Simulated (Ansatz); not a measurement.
Frontier orbitals of C₆H₁₂, SMILES `CCC=C(C)C`.

```xyz
18

C     0.606   -2.483   -0.410
C    -0.226   -1.306   -0.913
C     0.404    0.008   -0.591
C    -0.061    0.980    0.194
C     0.728    2.235    0.410
C    -1.369    0.940    0.919
H     1.619   -2.449   -0.819
H     0.160   -3.437   -0.700
H     0.689   -2.462    0.679
H    -1.236   -1.370   -0.503
H    -0.334   -1.390   -2.002
H     1.379    0.169   -1.051
H     0.158    3.115    0.091
H     1.670    2.221   -0.140
H     0.952    2.379    1.473
H    -2.015    1.762    0.592
H    -1.213    1.080    1.995
H    -1.913    0.008    0.777
```

Total charge 0; spin multiplicity 1. Geometry: relaxed with PBE0-D4/def2-TZVP. It is one conformer, not always the lowest. Basis def2-TZVPP, the Gaussian-basis code of Ansatz.

```
functional  HOMO (eV)  LUMO (eV)  gap (eV)
       PBE      -5.54      -0.27      5.27
    r2SCAN      -5.70       0.01      5.71
    B97M-V      -5.76       0.00      5.76
      PBE0      -6.62       0.73      7.35
   ωB97M-V      -8.83       2.57     11.40
```

What is the vertical ionisation energy at frozen-core CCSD(T)/CBS(def2)? (An estimate is asked.)

Computed: 8.99 eV (T1 of the cation 0.016).

From PBE to PBE0 the HOMO moves by −1.08 eV and the LUMO by +1.00 eV, and with ωB97M-V by −3.29 and +2.84 eV, so the gap grows from 5.27 to 11.40 eV with exact exchange. A positive LUMO is unbound and depends on the basis. −ε(HOMO) differs from that ionisation energy by −3.46 eV with PBE and −0.16 eV with ωB97M-V.
